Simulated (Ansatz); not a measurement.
[H···H···OH], doublet: transfer scan

Starting geometry:

```xyz
4

H    -1.7980    0.0498    0.0000
H    -1.0530    0.0498    0.0000
O     0.1540    0.0498    0.0000
H     0.4059   -0.8901    0.0000
```

From there H2 is moved from one fragment to the other while all else, the fragments' distance too, stays fixed; atoms are numbered as listed. Energies are in eV, counted from the starting geometry at the same level. Kohn–Sham curves are unrestricted where that lies lower.

Basis cc-pVTZ; Ansatz 0.2.0. Correlated methods freeze the noble-gas cores. R marks a restricted (for open shells ROHF) determinant, U an unrestricted one.

Full CI isn't at hand for all of this; UCCSDT(Q) serves as the reference, and is uncertain by about the last step of the cluster series.

```tsv
distance H1-H2 (Å)	B97M-V
0.745	0.000
0.776	-0.069
0.838	-0.179
0.900	-0.258
0.962	-0.282
```

Question: Estimate the UCCSDT(Q) curve in cc-pVTZ from this one, knowing how B97M-V errs.

Answer: The computed UCCSDT(Q) values, in eV from the starting point, and the error of B97M-V against them:
```tsv
distance H1-H2 (Å)	UCCSDT(Q)	B97M-V less UCCSDT(Q)
0.745	0.000	0.000
0.776	-0.074	0.005
0.838	-0.211	0.032
0.900	-0.339	0.081
0.962	-0.425	0.143
```

The error spans 0.143 eV and is largest, 0.143 eV, at 0.962 Å.
